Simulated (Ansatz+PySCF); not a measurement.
Results of a calculation; reference values are marked as such.
## Several solutions for quintet O₄ in separate pieces

```xyz
4

O     0.0000    0.0000   -2.1389
O     0.0000    0.0000    2.1389
O    30.0000    0.0000   -2.1389
O    30.0000    0.0000    2.1389
```

Basis set: 6-31G (spherical functions). Charge 0, multiplicity 5.

CASSCF(4,4) was run from several starts with Ansatz (development build ahead of 0.2.0) and PySCF 2.14.0. The starts are those of the Hartree–Fock orbitals from which the active space was taken at the frontier.

```csv
run,program,start,converged,energy (hartree),<S²>
A,PySCF,program defaults,yes,-298.27778,6.00
B,Ansatz,"atomic start, no search",yes,-298.37759,6.00
C,Ansatz,stability test followed,yes,-298.37765,6.00
D,Ansatz,search for the lowest state,yes,-298.86857,6.00
```

(1) Which runs reached the lowest solution of this kind, and what is wrong with the others?

Answers

(1) D reached the lowest solution found. Converged but too high: A by 16.08 eV, B by 13.36 eV, C by 13.36 eV. Convergence only shows a stationary point; in CASSCF the end hangs on which orbitals enter the active space. Caution: other starts end on other solutions of this active space.
